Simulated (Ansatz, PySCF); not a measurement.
Rock-salt LiF, cohesive energy

Reference value: 4.46 eV/atom (measured, static lattice: zero-point vibration energy added; as tabulated in Mejia-Rodriguez and Trickey (2018), arXiv:1807.09216).

Question: What do LDA, PBE, PBE-D4, r²SCAN+rVV10, LC-ωPBE, MP2, CCSD(T) give, and how far is each from the reference?

Answer: 
```json
[
 {"level (code)": "LDA (Ansatz)", "value (eV/atom)": "4.93", "cell (Å³/atom)": "7.47", "error (eV/atom)": "+0.47"},
 {"level (code)": "PBE (PySCF)", "value (eV/atom)": "4.32 ± 0.04", "cell (Å³/atom)": "8.40", "error (eV/atom)": "-0.14"},
 {"level (code)": "PBE-D4 (Ansatz)", "value (eV/atom)": "4.39", "cell (Å³/atom)": "8.27", "error (eV/atom)": "-0.07"},
 {"level (code)": "r²SCAN+rVV10 (Ansatz)", "value (eV/atom)": "4.46", "cell (Å³/atom)": "7.84", "error (eV/atom)": "0.00"},
 {"level (code)": "LC-ωPBE (Ansatz)", "value (eV/atom)": "4.33", "cell (Å³/atom)": "8.15", "error (eV/atom)": "-0.13"},
 {"level (code)": "MP2 (PySCF)", "value (eV/atom)": "4.58 ± 0.1", "cell (Å³/atom)": "8.20", "error (eV/atom)": "+0.12"},
 {"level (code)": "CCSD(T) (PySCF)", "value (eV/atom)": "4.46 ± 0.1", "cell (Å³/atom)": "8.09", "error (eV/atom)": "0.00"}
]
```

Once the reference is moved by up to 0.04 eV/atom (a margin picked here for doubts on the reference and the settings) and values within 0.03 eV/atom count as equal, the nearest can be r²SCAN+rVV10 (0.00 eV/atom), CCSD(T) (0.00 eV/atom) or PBE-D4 (-0.07 eV/atom). Farthest off among them: LDA (+0.47 eV/atom). Within 0.3 eV/atom: PBE, PBE-D4, r²SCAN+rVV10, LC-ωPBE, MP2, CCSD(T).

Free atoms are spin-polarised, in the lowest state found; at levels without +SOC their spin–orbit coupling is left out.  A ± on a computed value is a rough bar: the spread of its extrapolation, a floor set from checks against published values, or a statistical error. Each level is taken at its own relaxed cell. Cutoffs and k meshes differ between the levels. Ansatz's density-functional and Hartree–Fock values are scalar-relativistic unless marked +SOC, with PAW data made under PBE.

Differences are worked out from the printed values.

Ansatz is a program for electronic structure.
